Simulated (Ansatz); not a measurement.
Structure relaxation of FeCl

All numbers below come from Ansatz 0.2.0, DFT PBE, scalar-relativistic, plane waves, PAW. Cutoff 420 eV, Γ-centred k mesh, Gaussian smearing, collinear spin, first started from parallel moments.

The start puts FeCl on the AuCd (B19) structure type (Pmma, No. 51), with Fe in place of Cd, Cl in place of Au, at a guessed volume.

```
Fe Cl
1.0
     4.78057    0.00000    0.00000
     0.00000    3.16361    0.00000
     0.00000    0.00000    4.88100
Fe Cl
2 2
Direct
  0.75000 0.00000 0.68700
  0.25000 0.00000 0.31300
  0.75000 0.50000 0.18800
  0.25000 0.50000 0.81200
```

Cell and atoms relax at zero pressure; the relaxation can't lower the symmetry of the start. After a coarse first stage the cell is made exact in the group found at 0.06 Å.

The zero of energy is the elements' standard structures at the same level (Cl₂ as a molecule); no fitted shifts are applied.

Question: What does it relax into?

Answer: It keeps Pmma (No. 51), but not the shape of the type it started on. Conventional cell: a = 3.061 Å, b = 3.071 Å, c = 8.850 Å. Fe has 2 Fe at 2.51 Å and 4 Cl at 2.53 Å; Cl is coordinated by 4 Fe at 2.53 Å.

```xyz
4
Lattice="3.0607 0.0000 0.0000 0.0000 3.0707 0.0000 0.0000 0.0000 8.8497" Properties=species:S:1:pos:R:3 pbc="T T T"
Fe    2.2955    0.0000    5.4218
Fe    0.7652    0.0000    3.4280
Cl    2.2955    1.5354    2.1191
Cl    0.7652    1.5354    6.7306
```

Question: What are its volume, energy, gap and moment?

Answer: The volume per atom is 20.8 Å³ and the density is 3.6 g/cm³. The energy over the elements is -0.10 eV/atom, the gap on the 16×16×6 mesh is 0 eV (a metal) and the net moment per atom is 1.62 μB. The largest site moment is 3.08 μB.

The final run used a 16×16×6 mesh on its 4-atom cell and 0.10 eV smearing. The k mesh leaves about 4 meV/atom of noise in metals. Weakly bound directions are ill-defined at this level, which has no dispersion term. Symmetry constrained the relaxation, so the result can be a saddle point.

Cost: 4 runs of about 13 core-minutes in all, on Intel Xeon 6975P-C (Granite Rapids) (shared hosts).